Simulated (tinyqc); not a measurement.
Inside a calculation. Method: geometry optimisation on the RHF/sto-6g surface (energies and gradients from PySCF), for H2O, spin multiplicity 1. Computed by tinyqc, a small Python program that keeps every step (integrals from PySCF). Settings: charge = 0, multiplicity = 1, basis = sto-6g, optimiser = bfgs, first Hessian = 0.15, largest step = 0.5, iteration cap = 30. Command: `OMP_NUM_THREADS=1 python tinyqc.py 23813 23814 out.jsonl` (the two numbers bound the seeds that draw the settings). One thread of a shared host (Intel(R) Xeon(R) Processor @ 2.60GHz), about 1 s of CPU time with the checks.

## Step 1: energy and gradient

positions at the start (bohr):
```
,x,y,z
1O,-0.043464,-0.052912,0.020787
2H,0.015118,1.349264,1.296352
3H,-0.062361,-1.368162,1.315249
```

Self-consistent energy and analytic gradient at these positions.

energy = -75.67866167 hartree

gradient (hartree/bohr):
```
,x,y,z
1O,-0.00109619,-0.02513730,-0.02604445
2H,0.00032003,-0.00125301,0.02458870
3H,0.00077616,0.02639031,0.00145575
```

## Step 1: move

Quasi-Newton step p = -H^(-1) g (first H = 0.15 times the unit matrix); steps longer than 0.5 bohr are cut back.

positions after step 1 (bohr):
```
,x,y,z
1O,-0.036156,0.114670,0.194417
2H,0.012984,1.357618,1.132427
3H,-0.067535,-1.544097,1.305544
```

## Step 2: energy and gradient

As before.

energy = -75.63027551 hartree

gradient (hartree/bohr):
```
,x,y,z
1O,0.01195770,0.32643744,0.18085051
2H,-0.01009037,-0.24450949,-0.21379557
3H,-0.00186733,-0.08192795,0.03294506
```

## Step 2: move

inverse Hessian in use (bohr^2/hartree):
```
,1,2,3,4,5,6,7,8,9
1,6.663212,-0.096108,-0.048724,0.003141,0.079479,0.059913,0.000314,0.016629,-0.011189
2,-0.096108,4.075747,-1.518308,0.076960,1.803274,1.752476,0.019147,0.787646,-0.234168
3,-0.048724,-1.518308,6.301760,0.064892,1.926477,0.675056,-0.016168,-0.408168,-0.310150
4,0.003141,0.076960,0.064892,6.665127,-0.020766,-0.065326,-0.001602,-0.056194,0.000435
5,0.079479,1.803274,1.926477,-0.020766,6.852878,-1.802894,-0.058713,-1.989485,-0.123583
6,0.059913,1.752476,0.675056,-0.065326,-1.802894,5.717272,0.005413,0.050418,0.274338
7,0.000314,0.019147,-0.016168,-0.001602,-0.058713,0.005413,6.667954,0.039565,0.010754
8,0.016629,0.787646,-0.408168,-0.056194,-1.989485,0.050418,0.039565,7.868506,0.357750
9,-0.011189,-0.234168,-0.310150,0.000435,-0.123583,0.274338,0.010754,0.357750,6.702478
```

Quasi-Newton step p = -H^(-1) g (the inverse Hessian comes from BFGS updates; coordinates in the order x, y, z of each atom); steps longer than 0.5 bohr are cut back.

positions after step 2 (bohr):
```
,x,y,z
1O,-0.041642,-0.051424,0.143723
2H,0.019677,1.550508,1.213499
3H,-0.068742,-1.570893,1.275166
```

## Convergence

Stop when the largest gradient component is below 3e-5 hartree/bohr. The inverse Hessian follows the BFGS update with s = step, y = change of gradient.

Course of the optimisation:
```
step,E (hartree),largest gradient (hartree/bohr)
1,-75.67866167,2.64e-02
2,-75.63027551,3.26e-01
3,-75.67534879,4.80e-02
4,-75.66747114,8.75e-02
5,-75.67285614,8.65e-02
6,-75.65835917,8.33e-02
7,-75.68110681,6.30e-03
8,-75.68119691,1.13e-03
9,-75.68120039,1.36e-04
10,-75.68120041,5.25e-05
11,-75.68120041,2.53e-06
```

Final distances (angstrom):
```
pair,distance
2H-1O,0.986348
3H-1O,0.986346
3H-2H,1.511201
```

Converged in 11 steps.
